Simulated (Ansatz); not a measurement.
## Ansatz (development build ahead of 0.2.0) run

```yaml
crystal:
  periodic: [false, false, false]
  atoms:
    - { symbol: S, position_ang: [0.0, 0.0, -0.77361] }
    - { symbol: O, position_ang: [0.0, 0.0, 0.77361] }
basis:
  gaussian: { orbitals: def2-SVP }
total_charge: 1
magnetization:
  spin_polarized: true
  initial_magnetization: 1
hamiltonian:
  xc: hf
correlation:
  method: mp2
  frozen_orbitals: { O: 1, S: 5 }
```

The input is written out in the form of the current development build from the run's settings.

Results

```yaml
Converged: yes
Reference_energy: -471.77807 hartree
Correlation_energy: -0.24538 hartree
Total_energy: -472.02346 hartree
Spin_squared_of_the_determinant: 1.466
Stability_test: minimum
Occupied_orbitals_by_symmetry_in_an_Abelian_subgroup_alpha;_beta: 7 A1 3 B1 2 B2; 7 A1 2 B1 2 B2
```

Messages of the program:
```
mean field -12837.73535795 eV, -471.7780726753 hartree, gradient 2.3e-6 eV, S^2 1.466152; 13 other ends of a descent, 0 dependent functions left out
```

Caution: the unrestricted determinant is spin contaminated; MP2 on this radical cation hangs on the determinant chosen; a plain start can end on a higher determinant.
